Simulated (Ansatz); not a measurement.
Predict the output of the script below (the Ansatz DFT code, driven from Python).

The script, `composite_c2h5s.py`:
```python
# -*- coding: utf-8 -*-
"""A composite energy for C2H5S: DFT geometry, MP2 basis limit, coupled-cluster correction."""

import itertools

import ansatz
from ase.data import atomic_numbers, covalent_radii
import numpy as np

GEOMETRY = """
C    -0.38880    0.52690   -0.28740
C     0.29970   -0.64670    0.24510
S     1.88610   -0.11720    0.90940
H    -1.33220    0.27360   -0.71010
H     0.11930    1.05330   -1.12650
H    -0.63280    1.33250    0.47980
H     0.43360   -1.37320   -0.56020
H    -0.29270   -1.10620    0.99400
"""

geometry = ansatz.Crystal.molecule()
for line in GEOMETRY.strip().splitlines():
    symbol, *xyz = line.split()
    geometry = geometry.atom(symbol, [float(v) for v in xyz])

job = geometry.calculation().basis(gaussian="def2-SVP").functional("pbe0").spin("collinear", total=1)
symbols = [site.symbol for site in geometry.cartesian_sites]
start = np.array([site.position_ang for site in geometry.cartesian_sites], dtype=float)
data = job.relax(force_tolerance=0.01, max_steps=100).run().report
end = np.array(data["positions_ang"])
# pairs closer than 1.2 times the sum of covalent radii, before or after
radius = [covalent_radii[atomic_numbers[s]] for s in symbols]
span = lambda where, i, j: np.linalg.norm(where[i] - where[j])
bonded = [(i, j) for i, j in itertools.combinations(range(len(symbols)), 2) if min(span(start, i, j), span(end, i, j)) < 1.2 * (radius[i] + radius[j])]
print("pair        before    after (A)")
for i, j in bonded:
    print(f"{symbols[i]}{i}-{symbols[j]}{j}".ljust(10), f"{span(start, i, j):8.4f} {span(end, i, j):8.4f}")
for first, second in list(itertools.combinations(bonded, 2)):
    shared = set(first) & set(second)
    if shared and symbols[(j := shared.pop())] != "H":
        i, k = sorted((set(first) | set(second)) - {j})
        u, v = end[i] - end[j], end[k] - end[j]
        angle = np.degrees(np.arccos(np.clip(u @ v / np.linalg.norm(u) / np.linalg.norm(v), -1, 1)))
        print(f"final angle {symbols[i]}{i}-{symbols[j]}{j}-{symbols[k]}{k}: {angle:.2f} deg")

minimum = ansatz.Crystal.molecule()
for symbol, place in zip(symbols, end):
    minimum = minimum.atom(symbol, place.tolist())
at_minimum = minimum.calculation().spin("collinear", total=1)
# MP2 extrapolated to the basis limit, plus the small-basis difference CCSD(T) - MP2
level = lambda method, basis: at_minimum.basis(gaussian=basis).correlation(method).run().report
small, large, cluster = level("mp2", "cc-pVDZ"), level("mp2", "cc-pVTZ"), level("ccsd_t", "cc-pVDZ")
corr = lambda each: (each["free_energy_ev"] - each["reference_energy_ev"]) / 27.211386246
mp2_limit = (27 * corr(large) - 8 * corr(small)) / 19
pieces = {"HF / cc-pVTZ": large["reference_energy_ev"] / 27.211386246, "MP2 correlation, DZ-TZ limit": mp2_limit, "CCSD(T) - MP2 / cc-pVDZ": corr(cluster) - corr(small)}
for name, value in pieces.items():
    print(f"{name:32s} {value:14.6f} Ha")
print(f"{'sum':32s} {sum(pieces.values()):14.6f} Ha")
print("T1 diagnostic", round(cluster["correlation"]["coupled_cluster"]["t1_diagnostic"], 4))
```

Running `python composite_c2h5s.py` prints:
```text
pair        before    after (A)
C0-C1        1.4611   1.5174
C0-H3        1.0643   1.1021
C0-H4        1.1133   1.1001
C0-H5        1.1389   1.1001
C1-S2        1.7995   1.7967
C1-H6        1.0928   1.1057
C1-H7        1.0597   1.1057
final angle C1-C0-H3: 110.81 deg
final angle C1-C0-H4: 110.99 deg
final angle C1-C0-H5: 110.98 deg
final angle C0-C1-S2: 115.76 deg
final angle C0-C1-H6: 111.69 deg
final angle C0-C1-H7: 111.69 deg
final angle H3-C0-H4: 108.16 deg
final angle H3-C0-H5: 108.16 deg
final angle H4-C0-H5: 107.62 deg
final angle S2-C1-H6: 106.21 deg
final angle S2-C1-H7: 106.23 deg
final angle H6-C1-H7: 104.45 deg
HF / cc-pVTZ                        -476.200198 Ha
MP2 correlation, DZ-TZ limit          -0.543161 Ha
CCSD(T) - MP2 / cc-pVDZ               -0.058793 Ha
sum                                 -476.802153 Ha
T1 diagnostic 0.0097
```

Reading the output:
- Total energies depend on the basis set; only differences at equal settings carry meaning.
- The sum leaves out core correlation, relativity, the Hartree-Fock basis error and zero-point energy; a DZ-TZ extrapolation is rough.
- The run takes the species as open-shell (spin multiplicity 2), which needn't be its ground state.
- Inner cores stay frozen, so this is valence correlation.
- For Al to Cl the sets with a tight d function, cc-pV(X+d)Z, are usual.
- An extrapolation from small basis sets is rough.
- Hardware and time: 120 s on 1 thread of Arm Neoverse V1, with other jobs on the host, peak memory 0.41 GiB.
